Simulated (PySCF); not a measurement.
## The electron affinity along the third row

All values are computed (PySCF 2.14, energy differences of UHF-based or UKS calculations, no spin-orbit coupling). Values in eV. The last column holds reference values (measured affinities from photodetachment; the arrow runs from anion to atom). Unmarked ones compare directly (S terms, centres of terms, or small fine structure); those marked * lie between the lowest fine-structure levels and include a spin-orbit shift.

```tsv
element	configurations	UHF	LDA	PBE	PBE0	r2SCAN	MP2 (valence)	reference
Al (aug-cc-pVTZ-DK, spin-free X2C)	[Ne] 3s2 3p2 → [Ne] 3s2 3p1	0.012	0.635	0.579	0.531	0.609	0.359	0.433 *
Si (aug-cc-pVTZ-DK, spin-free X2C)	[Ne] 3s2 3p3 → [Ne] 3s2 3p2	0.847	1.590	1.488	1.454	1.527	1.381	1.390 *
P (aug-cc-pVTZ-DK, spin-free X2C)	[Ne] 3s2 3p4 → [Ne] 3s2 3p3	-0.334	1.028	0.872	0.775	0.770	0.458	0.747 *
S (aug-cc-pVTZ-DK, spin-free X2C)	[Ne] 3s2 3p5 → [Ne] 3s2 3p4	0.876	2.387	2.155	2.056	2.112	1.923	2.077 *
Cl (aug-cc-pVTZ-DK, spin-free X2C)	[Ar] → [Ne] 3s2 3p5	2.364	3.926	3.641	3.559	3.601	3.618	3.613 *
```

The highest occupied level of the anion is positive for Al⁻ at LDA, PBE, PBE0, r2SCAN; Si⁻ at LDA, PBE, PBE0, r2SCAN; P⁻ at LDA, PBE, PBE0, r2SCAN; S⁻ at LDA, PBE, PBE0, r2SCAN; Cl⁻ at LDA, PBE, r2SCAN, so there the basis helps to hold the electron.

"Valence" correlates the outer s and p shells and, in groups 3 to 12 and the f block, the outer d or f shell, open or full, or the next shell where the ion has no valence electron left; the wider scheme adds the next inner shell.
